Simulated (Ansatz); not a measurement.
Two shapes of singlet SiH2.

Shape 1:

```xyz
3

Si    0.0000    0.0000   -0.1342
H     0.0000    1.0962    0.9391
H     0.0000   -1.0962    0.9391
```

Shape 2:

```xyz
3

Si    0.0000    0.0000   -0.1449
H     0.0000    1.1839    1.0142
H     0.0000   -1.1839    1.0142
```

Basis set: cc-pVDZ (spherical functions). Frozen core: 5 orbitals. Charge 0, multiplicity 1.

Computed with Ansatz (development build ahead of 0.2.0); each method stands on the lowest determinant of its kind that the runs found.

Question: Which shape is lower in energy, and by how much in each method?

Answer:

```csv
method,E(2) − E(1) (eV)
RHF,0.242
RHF-MP2,0.226
```

Shape 1 is lower.
